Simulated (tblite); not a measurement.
Species: C4H4NS (doublet state).
SMILES: `Cc1c[c]sn1`

Calculated harmonic vibrations of the isolated species, GFN2-xTB (tblite), most abundant isotopes, no scaling. The method is semi-empirical: single wavenumbers can be off by several per cent or more. Open shells enter through the occupations alone, without spin polarisation, and single modes of such species can be off by tens of per cent.

Harmonic wavenumbers (cm⁻¹): 92.4, 232.5, 301.0, 388.1, 546.3, 575.4, 648.8, 784.5, 800.4, 837.3, 961.1, 1008.2, 1019.2, 1111.0, 1323.4, 1381.3, 1409.1, 1455.5, 1456.2, 1515.6, 3009.8, 3019.7, 3050.5, 3159.5.

A = 7635, B = 2687, C = 2013 MHz; mass 98.006 u (most abundant isotopes); point group Cs, symmetry number 1; spin multiplicity 2.

Problem. What is the zero-point energy?

Solution. Half the sum of the wavenumbers: 15043 cm⁻¹ = 179.96 kJ/mol.

Problem. Entropy at 200 K, 1 bar (ideal gas, RRHO, classical rotation)?

Solution. Translation 157.74, rotation 105.71, vibration 24.87, spin (R ln 2) 5.76: S = 294.1 J/(mol K).

Problem. And Cp and H(200 K) − H(0)?

Solution. Cp = 68.74 J/(mol K), of which vibrations give 35.48 (their classical limit is 24 R = 199.5); H(200 K) − H(0) = 9.68 kJ/mol without the zero-point energy, 3.02 from vibrations.

Problem. Blend soft modes into free rotors: weight 1/[1 + (100 cm⁻¹/ν̃)⁴] for the oscillator and the rest for a rotor with moment μB/(μ + B), μ = h/(8π²ν), B = 10⁻⁴⁴ kg m². What vibrational entropy results?

Solution. 24.26 J/(mol K) in place of 24.87, which changes −T·S at 200 K by +0.12 kJ/mol.

Problem. What must be added to the electronic energy to get the Gibbs energy at 200 K and 1 bar?

Solution. ZPE + [H(200 K) − H(0)] − T·S = 179.96 + 9.68 − 58.82 = 130.82 kJ/mol.

Hindered rotation and anharmonicity are outside this model.

Hardware: one thread of an Intel Xeon at 2.50 GHz, on a shared host. Cost: 0.65 s. The figure is for the frequency step alone.
